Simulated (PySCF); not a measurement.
## Level sweep

C₂H₄ClF.
SMILES: `FCCCl`

PySCF, dipoles from the SCF density, polarisabilities from static response with core orbitals frozen. Geometry: PBE0-D3(BJ)/def2-SVP, one conformer, isolated molecule.

**Question.** How do dipole and polarisability depend on functional and basis here?

**Answer.** 

```json
{"level": "LDA/def2-SVPD", "μ (D)": "0.107", "α (Å³)": "6.45", "error (%)": "-0.7", "anisotropy (Å³)": "1.96"}
{"level": "PBE/def2-SVPD", "μ (D)": "0.138", "α (Å³)": "6.41", "error (%)": "-1.4", "anisotropy (Å³)": "1.98"}
{"level": "B3LYP/def2-SVPD", "μ (D)": "0.083", "α (Å³)": "6.22", "error (%)": "-4.3", "anisotropy (Å³)": "1.89"}
{"level": "PBE0/def2-SVPD", "μ (D)": "0.111", "α (Å³)": "6.14", "error (%)": "-5.5", "anisotropy (Å³)": "1.86"}
{"level": "BHandHLYP/def2-SVPD", "μ (D)": "0.067", "α (Å³)": "5.98", "error (%)": "-8.0", "anisotropy (Å³)": "1.80"}
{"level": "CAM-B3LYP/def2-SVPD", "μ (D)": "0.071", "α (Å³)": "6.13", "error (%)": "-5.7", "anisotropy (Å³)": "1.84"}
{"level": "wB97X-D/def2-SVPD", "μ (D)": "0.122", "α (Å³)": "6.09", "error (%)": "-6.3", "anisotropy (Å³)": "1.81"}
{"level": "LC-wPBE/def2-SVPD", "μ (D)": "0.092", "α (Å³)": "5.98", "error (%)": "-7.9", "anisotropy (Å³)": "1.77"}
{"level": "HF/def2-SVPD", "μ (D)": "0.085", "α (Å³)": "5.76", "error (%)": "-11.3", "anisotropy (Å³)": "1.71"}
{"level": "PBE0/6-31G*", "μ (D)": "0.382", "α (Å³)": "4.64", "error (%)": "-28.7", "anisotropy (Å³)": "1.91"}
{"level": "PBE0/def2-SVP", "μ (D)": "0.096", "α (Å³)": "4.58", "error (%)": "-29.6", "anisotropy (Å³)": "1.64"}
{"level": "PBE0/6-31+G*", "μ (D)": "0.109", "α (Å³)": "5.29", "error (%)": "-18.6", "anisotropy (Å³)": "1.95"}
{"level": "PBE0/aug-cc-pVDZ", "μ (D)": "0.141", "α (Å³)": "6.16", "error (%)": "-5.3", "anisotropy (Å³)": "2.00"}
{"level": "PBE0/def2-TZVP", "μ (D)": "0.119", "α (Å³)": "5.53", "error (%)": "-15.0", "anisotropy (Å³)": "1.98"}
{"level": "PBE0/def2-TZVPD", "μ (D)": "0.117", "α (Å³)": "6.27", "error (%)": "-3.5", "anisotropy (Å³)": "1.93"}
{"level": "PBE0/aug-cc-pVTZ", "μ (D)": "0.126", "α (Å³)": "6.27", "error (%)": "-3.5", "anisotropy (Å³)": "1.94"}
```

Reference polarisability: 6.499 Å³ (measured, gas; NIST CCCBDB Release 22 (SRD 101), experimental polarizabilities). The anisotropy is √(½[(α1 − α2)² + (α2 − α3)² + (α3 − α1)²]). For the polarisability, the smallest error is 0.7% (LDA/def2-SVPD) and the largest 29.6% (PBE0/def2-SVP). The dipole runs from 0.07 D (BHandHLYP/def2-SVPD) to 0.38 D (PBE0/6-31G*). In one basis (def2-SVPD) the functionals order the polarisability from HF (lowest) to LDA (highest), a spread of 12%. With PBE0 the polarisability is 4.91 Å³ without diffuse functions (mean of 6-31G*, def2-SVP and def2-TZVP) and 6.03 Å³ with them (mean of 6-31+G*, def2-SVPD, aug-cc-pVDZ, def2-TZVPD and aug-cc-pVTZ). Measured values can belong to vibrating molecules and may average over conformers; the computed ones are for one fixed geometry.
